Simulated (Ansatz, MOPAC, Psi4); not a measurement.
Molecule: tetrachlorosilane, SiCl4, net charge 0, singlet state. SMILES: Cl[Si](Cl)(Cl)Cl
Geometry: optimised at B3LYP-D3(BJ)/def2-TZVP (Ansatz, an electronic-structure program).

Quantity: vertical ionisation energy to the doublet, in eV. Set-up: 6-31G* and kin with 6d, 5d where marked; UHF or UKS for open shells; dispersion terms only where a functional's name holds one; 6-311+G** with 5d, 6d on Na to Ar in Ansatz; non-relativistic; no spin-orbit coupling; each state is the SCF solution reached for its charge and spin. Ab initio and DFT rows: single points at B3LYP-D3(BJ) geometries (Ansatz). Semi-empirical rows: differences of heats of formation at the shared geometry for vertical values.

```csv
level,program,vertical ionisation energy to the doublet (eV)
AM1,MOPAC,12.44
HF/6-31G*,Ansatz,11.84
B3LYP/STO-3G,Ansatz,10.58
B3LYP/3-21G,Ansatz,11.98
B3LYP/6-31G*,Ansatz,11.48
B3LYP/6-311+G**,Ansatz,11.50
wB97X-D/6-31G*,Psi4,12.05
B3LYP/def2-TZVPD,Ansatz,11.37
```

No value to compare with is used here. The 7 habitual levels span 10.58 (B3LYP/STO-3G) to 12.44 eV (AM1); B3LYP/def2-TZVPD gives 11.37.

The levels are drawn from those run, B3LYP/6-31G* more often than the rest, none by its result; left out are runs that failed, that the program found above a lower state of the same kind, or whose <S^2> lies over 0.5 above the pure value.
